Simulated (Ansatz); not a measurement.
**LiSiH2+ (SMILES [Li][SiH2+]): single points off equilibrium**

The task here is to estimate one member of a computed series from the others.

Method: single points in def2-TZVPP; program: Ansatz 0.2.0, Gaussian basis.

Correlated methods freeze the cores. The outer core shell of Li, Na, Mg and K is correlated.

## Where the work starts

SMILES `[Li][SiH2+]`, 4 atoms, charge 1, spin multiplicity 1.

Atoms are counted from 1 here; the program's logs count them from 0.

Bond lengths: Li1–Si2 2.615 Å, Si2–H3 1.553 Å, Si2–H4 1.620 Å. Angles: Li1–Si2–H3 133.5°, Li1–Si2–H4 134.9°, H3–Si2–H4 91.1°.

As a file:

```xyz
4
charge 1, multiplicity 1
Li   -2.3963    0.5638   -0.5074
Si    0.1014    0.0002    0.0221
H     0.9031   -1.3273    0.1020
H     1.3627    0.8325    0.6063
```

The first run:

run/in.yaml

```yaml
crystal:
  periodic: [false, false, false]
  atoms:
    - {symbol: Li, position_ang: [-2.396300, 0.563800, -0.507400]}
    - {symbol: Si, position_ang: [0.101400, 0.000200, 0.022100]}
    - {symbol: H, position_ang: [0.903100, -1.327300, 0.102000]}
    - {symbol: H, position_ang: [1.362700, 0.832500, 0.606300]}
basis:
  gaussian: {orbitals: def2-TZVPP}
total_charge: 1
correlation: {method: ccsd_t}
output: {forces: true}
```

The command line of these runs was not kept.

Steps of the session up to this table: CCSD(T)/def2-TZVPP; PBE0-D4/def2-TZVPP; wB97M-V/def2-TZVPP; r2SCAN-D4/def2-TZVPP; PBE-D4/def2-TZVPP; CAM-B3LYP-D4/def2-TZVPP; wB97X-V/def2-TZVPP.

One of the session's tables, all rows but one given; the rest of the session is left out.

| method | RMS force component (eV/Å) | angle to CCSD(T) forces (°) |
| --- | --- | --- |
| CCSD(T) | 0.954 | reference |
| PBE0-D4 | 0.896 | 1.6 |
| wB97M-V | ? | ? |
| r2SCAN-D4 | 0.902 | 1.2 |
| PBE-D4 | 0.771 | 3.6 |
| CAM-B3LYP-D4 | 0.974 | 1.6 |
| wB97X-V | 0.973 | 1.0 |

Q: Estimate the row for wB97M-V from the others.

The run gave: RMS force component (eV/Å): 0.990; angle to CCSD(T) forces (°): 1.5. In the column «RMS force component (eV/Å)» it is the highest.
